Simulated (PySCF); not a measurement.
Molfile (atoms numbered from 1):
```
CH6OSi
     RDKit          3D

  9  8  0  0  0  0  0  0  0  0999 V2000
   -1.1657   -0.1661   -0.0113 C   0  0  0  0  0  0  0  0  0  0  0  0
    0.6916   -0.3983    0.0462 Si  0  0  0  0  0  4  0  0  0  0  0  0
    1.5230    0.9639   -0.4481 O   0  0  0  0  0  0  0  0  0  0  0  0
   -1.6763   -1.1015    0.2696 H   0  0  0  0  0  0  0  0  0  0  0  0
   -1.4966    0.1138   -1.0234 H   0  0  0  0  0  0  0  0  0  0  0  0
   -1.4983    0.6181    0.6874 H   0  0  0  0  0  0  0  0  0  0  0  0
    1.1069   -1.4741   -0.8968 H   0  0  0  0  0  0  0  0  0  0  0  0
    1.0880   -0.7825    1.4410 H   0  0  0  0  0  0  0  0  0  0  0  0
    1.4581    1.7365    0.1197 H   0  0  0  0  0  0  0  0  0  0  0  0
  1  2  1  0
  2  3  1  0
  1  4  1  0
  1  5  1  0
  1  6  1  0
  2  7  1  0
  2  8  1  0
  3  9  1  0
M  END
```

[PySCF 2.14.0 with density-fitted response routines: geometry from PBE0-D3(BJ)/def2-SVP; shielding tensors at PBE0/pcSseg-1 (GIAO); non-relativistic Hamiltonian; single conformer; one averaged value for each set of equivalent atoms; no solvent model]

Scale: ¹³C (σref 184.41) and ¹H (σref 31.27) and ²⁹Si (σref 351.99) against TMS; ¹⁷O (σref 334.56) against H2O (reference shieldings calculated alike).

| atoms | nucleus | count | δ (ppm) |
| --- | --- | --- | --- |
| H7/H8 | ¹H | 2 | 4.94 |
| C1 | ¹³C | 1 | 0.8 |
| H9 | ¹H | 1 | 0.40 |
| Si2 | ²⁹Si | 1 | ? |
| H4/H5/H6 | ¹H | 3 | 0.25 |
| O3 | ¹⁷O | 1 | ? |

**Question.** Estimate the values marked ?.

**Answer.** 
- Si2: -9.9 ppm, silicon bonded to C, O, 2 H
- O3: 21.8 ppm, oxygen bonded to Si, H

The OH or NH signal is concentration- and solvent-dependent in practice; the value given is the gas-phase one. Shifts are as computed. Against solution values, carbons near 30 ppm lie about +2 ppm off and those near 130 ppm about +5 ppm. Of 1211 compounds with measured shifts, 218 miss one by over three times the rms of a fit or turn the order of signals round; such compounds aren't used in these exercises. Experimental scales use liquid or dissolved standards, which lie at an offset from isolated H2O (liquid H2O: subtract about 36 ppm).
